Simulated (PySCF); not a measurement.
Working out the electron affinity of B

B⁻ [He] 2s2 2p2 (3P) → B [He] 2s2 2p1 (2P). Computed with PySCF 2.14 in dyall-acv3z (15s9p4d2f, 76 functions), with scalar relativity by spin-free X2C-1e. Frozen: 1s2; the 18 highest virtual orbitals dropped. Energies in hartree (1 hartree = 27.21139 eV):

| part | B⁻ (lower) | B (upper) |
| --- | --- | --- |
| UHF | -24.528613 | -24.539841 |
| CCSD correlation | -0.083423 | -0.065996 |
| (T) | -0.003825 | -0.001397 |

Task: What does Hartree-Fock give?

Result: (-24.539841) − (-24.528613) = -0.011228 hartree = -0.306 eV.

Task: What do CCSD and CCSD(T) give?

Result: The CCSD correlation energies differ by 0.017427 hartree = 0.474 eV and the triples by 0.002428 hartree = 0.066 eV, so CCSD gives 0.168 eV and CCSD(T) 0.234 eV.

A first-order spin-orbit estimate adds -0.001 eV to CCSD(T) (valence), giving 0.233 eV against 0.280 eV (measured; photodetachment measurements, as compiled on the Wikipedia data page of electron affinities).

What remains against the reference includes basis incompleteness, the frozen core and higher excitations.
